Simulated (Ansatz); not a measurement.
# C3H6FN: a ladder of functionals and wavefunction methods

One table from this session's results is given with a row withheld; the runs are named, their logs left out.

The runs use Ansatz 0.2.0, Gaussian basis; functionals in def2-TZVPP, the program's frozen cores in correlated methods.

The runs, in order: LDA (SPW92), PBE-D4, revPBE-D4, BLYP-D4, r2SCAN-D4, B97M-V, PBE0-D4, B3LYP-D4, r2SCANh-D4, r2SCAN0-D4, HSE06-D4, BHLYP-D4, CAM-B3LYP-D4, LC-ωPBE, ωB97X-V, ωB97M-V, B2PLYP, PBE-QIDH; CCSD(T)/def2-SVP; CCSD(T)/def2-TZVPP; MP2/def2-QZVPP; extrapolation to the limit; RPA on PBE.

### Structure used throughout

An earlier PBE0-D4 in a triple-zeta def2 set relaxation fixed the geometry.

SMILES `CC/N=C\F`, 11 atoms, charge 0, spin multiplicity 1.

Atoms are counted from 1 here; the program's logs count them from 0.

Bond lengths: C1–C2 1.517 Å, C1–H6 1.092 Å, C1–H7 1.092 Å, C1–H8 1.091 Å, C2–N3 1.448 Å, C2–H9 1.095 Å, C2–H10 1.095 Å, N3–C4 1.238 Å, C4–F5 1.350 Å, C4–H11 1.086 Å. Angles: C2–C1–H6 110.3°, C2–C1–H7 110.8°, C2–C1–H8 110.6°, H6–C1–H7 108.2°, H6–C1–H8 108.7°, H7–C1–H8 108.1°, C1–C2–N3 110.0°, C1–C2–H9 109.3°, C1–C2–H10 110.5°, N3–C2–H9 106.7°, N3–C2–H10 112.7°, H9–C2–H10 107.5°, C2–N3–C4 121.8°, N3–C4–F5 125.4°, N3–C4–H11 124.1°, F5–C4–H11 110.5°.

Set-up of the first run:

in.yaml reads:

```yaml
crystal:
  periodic: [false, false, false]
  atoms:
    - {symbol: C, position_ang: [-0.998129, 0.618653, 0.982300]}
    - {symbol: C, position_ang: [0.375890, 0.246582, 0.456539]}
    - {symbol: N, position_ang: [0.305314, -1.002526, -0.272905]}
    - {symbol: C, position_ang: [0.694972, -1.097077, -1.444692]}
    - {symbol: F, position_ang: [1.229349, -0.094699, -2.173737]}
    - {symbol: H, position_ang: [-0.937954, 1.518573, 1.597940]}
    - {symbol: H, position_ang: [-1.689112, 0.813911, 0.159509]}
    - {symbol: H, position_ang: [-1.410528, -0.191313, 1.586362]}
    - {symbol: H, position_ang: [1.052538, 0.079798, 1.300546]}
    - {symbol: H, position_ang: [0.791458, 1.063020, -0.142492]}
    - {symbol: H, position_ang: [0.651404, -2.011920, -2.028670]}
basis:
  gaussian: {orbitals: def2-TZVPP}
hamiltonian: {xc: lda}
output: {orbitals: {seedname: orbitals}}
```

Run with:

```sh
> ansatz run in.yaml --threads 4 --pin off --events-out ev --progress --plain --max-ram 10444MiB
```

Steps of the session up to this table: LDA; PBE-D4 (GGA); revPBE-D4 (GGA); BLYP-D4 (GGA); r2SCAN-D4 (meta-GGA); B97M-V (meta-GGA); B3LYP-D4 (hybrid); r2SCANh-D4 (hybrid); r2SCAN0-D4 (hybrid); HSE06-D4 (hybrid); BHLYP-D4 (hybrid); CAM-B3LYP-D4 (range-separated); LC-ωPBE (range-separated); ωB97X-V (range-separated); ωB97M-V (range-separated); B2PLYP (double hybrid); PBE-QIDH (double hybrid).

One table of the session follows, with a row left open; its other results are not shown here.

It belongs to the step «Frontier levels by functional». 

| functional | HOMO (eV) | gap (eV) |
| --- | --- | --- |
| LDA (SPW92) | -6.58 | 5.30 |
| PBE-D4 | -6.46 | 5.44 |
| revPBE-D4 | ? | ? |
| BLYP-D4 | -6.38 | 5.45 |
| r2SCAN-D4 | -6.79 | 6.02 |
| B97M-V | -6.98 | 6.27 |
| PBE0-D4 | -7.99 | 8.08 |
| B3LYP-D4 | -7.76 | 7.56 |
| r2SCANh-D4 | -7.36 | 7.00 |
| r2SCAN0-D4 | -8.22 | 8.47 |
| HSE06-D4 | -7.58 | 7.29 |
| BHLYP-D4 | -9.48 | 10.72 |
| CAM-B3LYP-D4 | -9.45 | 10.69 |
| LC-ωPBE | -10.79 | 13.31 |
| ωB97X-V | -10.46 | 12.89 |
| ωB97M-V | -10.38 | 12.66 |

Estimate the missing values for revPBE-D4.

As computed: HOMO (eV): -6.41; gap (eV): 5.49. In the column «HOMO (eV)» it lies between PBE-D4 (-6.46) and BLYP-D4 (-6.38).
